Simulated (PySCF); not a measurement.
The first ionisation energy along the alkaline earths

Calculated with PySCF 2.14 from differences of total energies of unrestricted determinants, without spin-orbit coupling. Values in eV. The last column holds reference values (NIST; (s) semi-empirical, (t) theoretical, else measured). Unmarked ones compare directly (S terms, centres of terms, or small fine structure); those marked * lie between the lowest fine-structure levels and include a spin-orbit shift.

```csv
element,configurations,LDA,PBE,r2SCAN,SCS-MP2 (valence),CCSD(T) (valence),CCSD (valence and next inner shell),reference
"Be (def2-TZVPPD, non-relativistic)",[He] 2s2 → [He] 2s1,9.020,8.995,8.788,8.898,9.272,9.267,9.323
"Mg (def2-TZVPPD, non-relativistic)",[Ne] 3s2 → [Ne] 3s1,7.737,7.633,7.366,7.324,7.507,7.542,7.646
"Ca (def2-TZVPPD, non-relativistic)",[Ar] 4s2 → [Ar] 4s1,6.216,6.076,5.805,5.724,5.890,n/a,6.113
"Sr (def2-TZVPPD with the def2 core potential (28 electrons), ECP)",[Kr] 5s2 → [Kr] 5s1,5.869,5.705,5.432,5.312,5.443,5.557,5.695
"Ba (def2-TZVPPD with the def2 core potential (46 electrons), ECP)",[Xe] 6s2 → [Xe] 6s1,5.346,5.189,4.915,4.739,4.861,4.952,5.212
```

| method | elements | mean error (eV) | mean absolute error (eV) | largest error (eV) |
| --- | --- | --- | --- | --- |
| LDA | 5 | 0.040 | 0.161 | -0.303 |
| PBE | 5 | -0.078 | 0.082 | -0.328 |
| r2SCAN | 5 | -0.336 | 0.336 | -0.535 |
| SCS-MP2 (valence) | 5 | -0.398 | 0.398 | -0.472 |
| CCSD(T) (valence) | 5 | -0.203 | 0.203 | -0.351 |
| CCSD (valence and next inner shell) | 4 | -0.139 | 0.139 | -0.260 |

Errors include the incompleteness of the basis and the frozen core.

"Valence" correlates the outer s and p shells and, in groups 3 to 12 and the f block, the outer d or f shell, open or full, or the next shell where the ion has no valence electron left; the wider scheme adds the next inner shell.
